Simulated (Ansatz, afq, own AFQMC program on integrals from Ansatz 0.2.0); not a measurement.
Integrals from Ansatz 0.2.0, then the random walk in our own AFQMC program (afq).

```yaml
crystal:
  periodic: [false, false, false]
  atoms:
    - {symbol: B, position_ang: [0.000000, 0.000000, 0.000000]}
    - {symbol: H, position_ang: [0.000000, 0.000000, 1.262771]}
basis:
  gaussian: {orbitals: aug-cc-pVDZ}
total_charge: -1
magnetization: {spin_polarized: true, initial_magnetization: 1}
correlation: {method: ccsd_t, electrons: outside_noble_gas, hamiltonian_folder: ham}
```

```sh
$ ansatz run in.yaml --threads 1 --pin off --events-out ev --progress --plain --max-ram 16896MiB --backend cuda --devices 0, --max-vram 18GiB
```

afq runs on the folder ham with

```
--method phaseless --trial cisd --walkers 4000 --populations 20 --least-time 60 --time-step 0.005 --steps-per-block 50 --equilibration-blocks 28 --max-blocks 4000 --target-error 0.00014 --factor-cut 1e-05 --start spin_pure --seed 1759 --release-times 0.24,0.51,0.99,1.62,2.4 --release-step 0.03 --release-every 3 --taylor-order 6
```

Times are imaginary, in 1/Eh. The walk had a cap of 122 s. With eight or more populations the least sampling time is a fifth of least-time, and the error comes from their spread.

Output of the walk:

```
orbitals 31  electrons 3 2  factors 219 of 315
reference energy -25.11403713 Eh
CCSD correlation -0.09954685 Eh in 20 cycles, weight of the determinant in the CISD state 0.7957
energy of the start -25.206076 Eh
 block  time / (1/Eh)  mean weight  energy / Eh
     1     0.250  1.0000  -25.208767
     2     0.500  1.0000  -25.210708
     3     0.750  1.0000  -25.212136
     4     1.000  1.0000  -25.213352
     5     1.250  0.9999  -25.214257
    10     2.500  0.9998  -25.216525
    15     3.750  0.9999  -25.217228
    20     5.000  1.0000  -25.218113
    25     6.250  1.0000  -25.217342
    30     7.500  1.0002  -25.217458
    35     8.750  0.9999  -25.217783
    40    10.000  0.9999  -25.217644
    45    11.250  1.0001  -25.217403
    50    12.500  1.0000  -25.217351
    55    13.750  0.9996  -25.217008
    60    15.000  1.0001  -25.217222
    65    16.250  1.0000  -25.217901
    66    16.500  1.0000  -25.218114
    70    17.500  1.0000  -25.217808
    75    18.750  1.0001  -25.217650
    78    19.500  0.9998  -25.217408
error from the spread of 20 populations
released: time / (1/Eh)  energy / Eh  error  mean overlap
  0.24  -25.217677  0.000103  1.0029
  0.51  -25.217951  0.000086  1.0015
  0.99  -25.217984  0.000082  1.0011
  1.62  -25.218031  0.000068  1.0072
  2.40  -25.218250  0.000093  1.0063
energy -25.217628 +/- 0.000107 Eh
(rows thinned)
```

The run passed its tests (sampling time, drift between the halves within three errors, error under three times the target), which doesn't prove that it has relaxed.

Against this walk (error 2.9 meV) on the same determinant: CCSD(T) 18.4 meV higher, CCSDT(Q) 21.5 meV lower, CCSDTQ 21.9 meV lower, full CI 22.1 meV lower. The error is statistical and leaves out the bias of the constraint. The determinant has ⟨S²⟩ = 1.10, so the low cluster orders mix in higher spin, while the walk starts as a pure doublet. The released energies are still falling (meV from the phaseless value at times in 1/Eh: -1 ± 3 at 0.24, -8.8 ± 2.3 at 0.51, -9.7 ± 2.2 at 0.99, -11.0 ± 1.8 at 1.62, -17 ± 3 at 2.40), so they give no level; they do show a bias of the constraint, and the last of them that isn't too noisy lies 5 meV above full CI. Full CI is exact here, so the walk's 22 meV above it is the walk's own error: the bias of the constraint with this trial. The determinant is a poor start (see the cautions), so the low cluster orders aren't to be relied on, and full CI is the sure value.

Cautions: constraint bias not in the error; strong correlation (T1 0.110, weight of the determinant 0.80, largest double 0.08); unrestricted determinant spin contaminated (⟨S²⟩ 1.10 against 0.75).

The walk took 30 s on 1 × NVIDIA H100 80GB HBM3 with 2 threads of AMD EPYC 7R13 Processor (Zen 3) (shared host) (the card was shared). The log's last line is the phaseless energy.

CCSDT and higher add their correlation energy to the determinant of the CCSD(T) run, since their own runs factorise the integrals more tightly (a shift of under 2 meV).
